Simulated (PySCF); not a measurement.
**How far each method lies from full CI for BN, triplet**

Geometry: a PBE0/def2-TZVP stationary point for this spin. The singlet lies 0.2 eV lower here.

```json
{"atom": "B", "x (Å)": "0.0000", "y (Å)": "0.0000", "z (Å)": "0.0000"}
{"atom": "N", "x (Å)": "0.0000", "y (Å)": "0.0000", "z (Å)": "1.3155"}
```

Basis 6-31G; PySCF 2.14.0. Correlated methods freeze the noble-gas cores, which leaves 8 electrons in 16 orbitals. Prefix R: restricted or restricted open-shell reference; prefix U: unrestricted.

Full CI is exact within this basis and frozen core; it isn't the basis-set limit. The frozen core follows each run's orbitals, which can shift R against U totals by a few meV.

```
UHF ⟨S²⟩                          : 2.074
T1 diagnostic (ROHF- or RHF-based CCSD)             : 0.0398
largest doubles amplitude (ROHF- or RHF-based CCSD) : 0.115
T1 diagnostic (UCCSD)             : 0.0490
```

```json
{"level": "UHF", "E − E(RHF) (eV)": "-0.0806"}
{"level": "RMP2", "E − E(RHF) (eV)": "-3.4994"}
{"level": "UMP2", "E − E(RHF) (eV)": "-3.4075"}
{"level": "RCCSD", "E − E(RHF) (eV)": "-3.8977"}
{"level": "UCCSD", "E − E(RHF) (eV)": "-3.8998"}
{"level": "RCCSD(T)", "E − E(RHF) (eV)": "-4.0527"}
{"level": "UCCSD(T)", "E − E(RHF) (eV)": "-4.0456"}
```

(1) Estimate how far full CI in 6-31G lies from RCCSD(T). The table doesn't fix it; the size of (T) and the diagnostics are the guide.

(1) Full CI in 6-31G lies 1.15 kcal/mol below RCCSD(T), which is 32 % of the (T) step (-3.58 kcal/mol). T1 is raised, and the rest is a large part of (T). The miss exceeds 1 kcal/mol.

The other levels:

| level | E − E(full CI) (kcal/mol) | share of correlation (%) | wall time |
| --- | --- | --- | --- |
| RCCSDT | 0.29 | 99.69 | 2.9 s |
| UCCSDT | 0.27 | 99.71 | 3 s |

The correlation energy at full CI, counted from RHF, is -4.103 eV. Full CI, over all symmetries tried, took 54 s on 1 thread of Arm Neoverse V2, shared host; the state has 611,520 determinants.

Times are those of the correlated step on a shared host, with one SCF added for the restricted CCSD run; they ran on 1 thread of Arm Neoverse V2.

The full-CI state has the irrep B2 of C2v, in the program's axes (one component, if the state is degenerate).

Natural occupations of full CI about the gap: 1.979 1.943 1.909 1.005 0.978 0.088 0.042 0.021 0.013 0.007; effectively unpaired electrons, Σ n²(2−n)², 2.08.

Atomization energy (electronic, same basis, no zero-point term; atoms at the same level, unrestricted beside the R rows where the molecule is a closed shell; the atoms' step beyond CCSDT comes from their full CI) at full CI: 319.6 kJ/mol. Errors of other levels:

```
   level  error (kJ/mol)
     RHF          -187.2
     UHF          -187.6
    RMP2            14.3
    UMP2             3.0
   RCCSD           -17.9
   UCCSD           -17.9
RCCSD(T)            -4.2
UCCSD(T)            -5.1
  RCCSDT            -1.2
  UCCSDT            -1.3
```

This basis is far from its limit, so the value isn't to be set against a measured one.
